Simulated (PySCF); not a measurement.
**Excitation energies in several basis sets**

Compound: C4H5F.
Atom-mapped SMILES: `[CH3:1][C@@H:2]1[CH:3]=[C:4]1[F:5]` (hydrogens: H6, H7, H8 on C1; H9 on C2; H10 on C3)

TDDFT with PBE0 (PySCF), vertical singlets, core orbitals frozen in the response, spherical d and f functions. Geometry: PBE0-D3(BJ)/def2-SVP; no solvent, vibrations or thermal averaging.

```csv
basis,functions,diffuse,S1 (eV),S2 (eV),S3 (eV),S4 (eV),S5 (eV),LUMO (eV),α (au)
6-31G*,80,no,7.15,7.42,8.10,8.62,8.79,1.02,38.7
def2-SVP,95,no,7.03,7.30,8.00,8.14,8.54,0.67,40.1
6-31+G*,100,yes,6.39,6.67,6.99,7.15,7.19,0.29,44.6
def2-SVPD,143,yes,6.67,6.82,7.18,7.59,7.70,0.35,46.9
aug-cc-pVDZ,160,yes,6.16,6.52,6.73,6.90,6.95,-0.01,48.2
def2-TZVP,185,no,6.72,7.12,7.35,7.88,8.04,0.46,45.7
def2-TZVPD,233,yes,6.38,6.64,7.10,7.15,7.26,0.28,48.2
```

**Question.** How much do these states and the polarisability depend on the basis?

**Answer.** States are compared by their number. Against the largest diffuse basis here (def2-TZVPD, itself not a converged limit), sets without diffuse functions differ by up to 0.77 eV in S1 and 1.53 eV in S5; the smaller diffuse sets differ by up to 0.29 and 0.44 eV. State by state, the largest deviation of a set without diffuse functions is S1 0.77, S2 0.78, S3 1.00, S4 1.47, S5 1.53 eV. The same number needn't mean the same state in each row. Against def2-TZVPD the polarisability deviates by -20% in 6-31G*, -17% in def2-SVP, -7% in 6-31+G*, -3% in def2-SVPD, 0% in aug-cc-pVDZ, -5% in def2-TZVP. A single + in a Pople set puts diffuse functions on heavy atoms only.
